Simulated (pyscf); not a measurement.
Structures and frequencies: ωB97X-D3(BJ)/def2-SVP in PySCF.

Q: For the elementary gas-phase step HN=Al–OH + hydrogen (H₂) → HO–Al [singlet] + ammonia (NH₃) (singlet surface; Al–N, H–H broken, H–N, H–N formed), what barrier and reaction energy does ωB97M-D3(BJ)/def2-TZVP give, measured from the separated reactants?

A: ΔE‡ = 37.1 kcal/mol, ΔE = -44.2 kcal/mol. Zero-point energy shifts the barrier by +1.5 kcal/mol. It is a concerted two-bond exchange, with an imaginary mode of 1302i cm⁻¹. On the product side the descent ends in an adduct with a Al–N contact, 7.7 kcal/mol under the separated species and 89.5 kcal/mol under the saddle at ωB97X-D3(BJ)/def2-TZVP. What is counted as broken (Al–N) persists as a longer contact in the product adduct; parting that adduct is a step of its own. At ωB97X-D3(BJ)/def2-TZVP the barrier from the zero used here is 41.4 kcal/mol. This is the saddle that the search found; another between the same sides may lie lower. A restricted solution here is unstable towards spin polarisation, so biradical character is likely and single-reference numbers are less safe.
